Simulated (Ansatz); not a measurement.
Isolated molecules relaxed with PBE0-D4/def2-TZVP in Ansatz; ΔE leaves out vibrations. CCSD(T)/CBS is the MP2 limit (def2-TZVPP, def2-QZVPP) plus CCSD(T) − MP2 in def2-TZVPP, frozen cores. This one scheme is used for every species. Functionals use def2-TZVPP. Each species was taken in one conformer, which may not be the lowest.

`CNP` + H₂S → `PS` + CH₃NH₂  (ligand exchange at a P–N bond)

```json
{"level": "BLYP-D4", "ΔE (kcal/mol)": "-6.5"}
{"level": "ωB97M-V", "ΔE (kcal/mol)": "-5.8"}
{"level": "PBE0", "ΔE (kcal/mol)": "-7.7"}
{"level": "RPA@PBE/def2-TZVPP", "ΔE (kcal/mol)": "-5.1"}
{"level": "HF/def2-SVP", "ΔE (kcal/mol)": "-4.0"}
{"level": "CCSD/def2-SVP", "ΔE (kcal/mol)": "-3.9"}
{"level": "HF/def2-QZVPP", "ΔE (kcal/mol)": "-4.8"}
{"level": "SCS-MP2/def2-QZVPP", "ΔE (kcal/mol)": "-5.9"}
```

Task: What does CCSD(T)/CBS give? (Estimate.)

Result: Ansatz gave: -6.5 kcal/mol. The listed levels differ from it by 0.0, 0.7, -1.2, 1.4, 2.5, 2.6, 1.7, 0.6 kcal/mol.

Largest T1 diagnostic among the species: 0.012.

From BLYP to BHLYP (50 % exact exchange), in def2-TZVPP and without D4, ΔE moves by +1.6 kcal/mol. Leaving LDA and LC-ωPBE aside and taking each functional with its dispersion term where it has one, the values, not all of them listed here, spread over 3.2 kcal/mol, from PBE-D4 to CAM-B3LYP-D4. LDA lies +2.4 kcal/mol from PBE without D4. At CCSD(T), def2-SVP lies +2.6 kcal/mol from the extrapolated value and def2-TZVPP +0.9 kcal/mol.
